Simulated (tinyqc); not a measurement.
Inside a calculation. Method: extended Hueckel theory, for HF. Computed by tinyqc, a small Python program that keeps every step (integrals from PySCF). Settings: charge = 0, K = 2.0, multiplicity = 1. Command: `OMP_NUM_THREADS=1 python tinyqc.py 20649 20650 out.jsonl` (the two numbers bound the seeds that draw the settings). One thread of a shared host (Intel(R) Xeon(R) Processor @ 2.60GHz), about 0.01 s of CPU time with the checks.

## Overlaps

Geometry (angstrom):
```
atom         x         y         z
F     0.000000  0.000000  0.000000
H     0.000000  0.000000  0.984000
```

Parameters chosen for this run:
```
element  shell  Slater exponent   H_ii (eV)
H           1s         1.300000  -13.600000
F           2s         2.425000  -40.000000
F           2p         2.425000  -18.100000
```

Slater orbitals, each expanded in six Gaussians scaled to its exponent.

overlap S, lower triangle:
```
           1F 2s    1F 2px    1F 2py    1F 2pz     2H 1s
1F 2s   1.000000
1F 2px  0.000000  1.000000
1F 2py  0.000000  0.000000  1.000000
1F 2pz  0.000000  0.000000  0.000000  1.000000
2H 1s   0.418353  0.000000  0.000000  0.352767  1.000000
```

## Wolfsberg-Helmholz matrix

diagonal H_ii (eV): 1F 2s -40.000000, 1F 2px -18.100000, 1F 2py -18.100000, 1F 2pz -18.100000, 2H 1s -13.600000

K = 2.000000

H_ij = K' S_ij (H_ii + H_jj)/2 for i != j (the diagonal keeps H_ii), with K' = 2.

H (eV), lower triangle:
```
             1F 2s      1F 2px      1F 2py      1F 2pz       2H 1s
1F 2s   -40.000000
1F 2px    0.000000  -18.100000
1F 2py    0.000000    0.000000  -18.100000
1F 2pz    0.000000    0.000000    0.000000  -18.100000
2H 1s   -22.423710    0.000000    0.000000  -11.182726  -13.600000
```

## Orbitals

valence electrons = 8

Solve H C = S C e through S^(-1/2); fill by pairs from the bottom, a degenerate level sharing its electrons equally; each orbital has its largest coefficient positive (the first on a tie).

orbital energies (eV): -41.026519  -19.318052  -18.100000  -18.100000  7.667035

occupations: 2.000000  2.000000  2.000000  2.000000  0.000000

coefficients:
```
              MO1        MO2       MO3        MO4        MO5
1F 2s    0.913520  -0.171812  0.000000   0.000000  -0.621126
1F 2px   0.000000   0.000000  0.951270  -0.308359   0.000000
1F 2py   0.000000   0.000000  0.308359   0.951270   0.000000
1F 2pz  -0.025583   0.888482  0.000000   0.000000  -0.622566
2H 1s    0.178274   0.247763  0.000000   0.000000   1.155123
```

sum of one-electron energies = -193.089142 eV

Within a degenerate level the vectors are fixed only up to a rotation; this is one choice.

## Mulliken analysis

P = C n C^T; charge = valence electrons (H 1, F 7) minus the sum of (P S)_ii on the atom; overlap population = 2 sum P_ij S_ij between two atoms.

charges: 1F -0.560925, 2H 0.560925

Overlap populations:
```
pair     value
2-1   0.505478
```
